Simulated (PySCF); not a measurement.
NMR data simulated for an unnamed compound:

¹H NMR (600 MHz, computed): δ 7.55 (dd, J = 18.6, 1.1 Hz, 1H), 7.22 (dtd, J = 18.6, 1.7, 1.0 Hz, 1H), 6.98 (ddd, J = 15.8, 7.9, 1.7 Hz, 1H), 6.06 (ddt, J = 15.8, 2.0, 1.0 Hz, 1H), 5.46 (dt, J = 7.9, 1.9 Hz, 1H).

¹³C{¹H} NMR (computed): δ 164.9 (CH2), 163.6 (CH), 132.3 (CH2).

Level of theory: PBE0-D3(BJ)/def2-SVP structure, GIAO CAM-B3LYP/pcSseg-2 shieldings, spin–spin couplings from B3LYP/pcJ-1, in PySCF 2.14 (non-relativistic, one computed conformer, no solvent).

Chemical shifts δ = σref − σ; TMS for ¹H (σref 31.34), ¹³C (σref 182.55), all at this level.

Q: Which of these does the molecule contain: a non-aromatic C=C double bond, an NH or NH2 group, an N-methyl group, a vinyl group CH=CH2, a (CH3)2CH unit?

A: 
- A non-aromatic C=C double bond: yes.
- An NH or NH2 group: no.
- An N-methyl group: no.
- A vinyl group CH=CH2: yes (δC 132.3, 163.6; δH 6.06 (ddt), 5.46 (dt), 6.98 (ddd)).
- A (CH3)2CH unit: no.

The data belong to `C=CN=C`, C$_{3}$H$_{5}$N; they needn't prove each group on their own.

Carbon signals by region: 2 in the far downfield region (above 160 ppm), 1 in the sp2 and nitrile region (100–160 ppm). Above 160 ppm: 164.9, C=N carbon, 163.6, alkene CH.

Multiplet labels drop couplings under 1 Hz and merge nearly equal ones. Unscaled 3J(H,H) at this level run about 10 % above measured values. Shifts are as computed, not scaled to solution data. Of 1211 compounds with measured shifts, 218 miss one by over three times the rms of a fit or turn the order of signals round; such compounds aren't used in these exercises.
